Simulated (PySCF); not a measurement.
Working out the ionisation energy of Si

Si [Ne] 3s2 3p2 (3P) → Si⁺ [Ne] 3s2 3p1 (2P). Calculation: PySCF 2.14, in x2c-QZVPPall with one added diffuse shell each of s, p, d, f type (10s7p5d3f1g, 86 functions); the spin-free X2C one-electron Hamiltonian (Gaussian nucleus). Frozen: 1s2. Energies in hartree (1 hartree = 27.21139 eV):

```
             part   Si (lower)  Si⁺ (upper)
              UHF  -289.463343  -289.183103
MP2 opposite-spin    -0.175730    -0.167261
    MP2 same-spin    -0.064302    -0.056995
```

What does Hartree-Fock give?

(-289.183103) − (-289.463343) = 0.280240 hartree = 7.626 eV.

What do MP2 and SCS-MP2 (6/5 opposite-spin, 1/3 same-spin) give?

The opposite-spin parts differ by 0.230 eV and the same-spin parts by 0.199 eV. MP2: 7.626 + (0.230) + (0.199) = 8.055 eV. SCS-MP2: 7.626 + 1.2 × (0.230) + (0.199)/3 = 7.968 eV.

Measured between the centres of the two terms (NIST): 8.157 eV, so MP2 (valence and next inner shell) is off by -0.102 eV.

What remains against the reference includes basis incompleteness, the frozen core and correlation beyond second order.
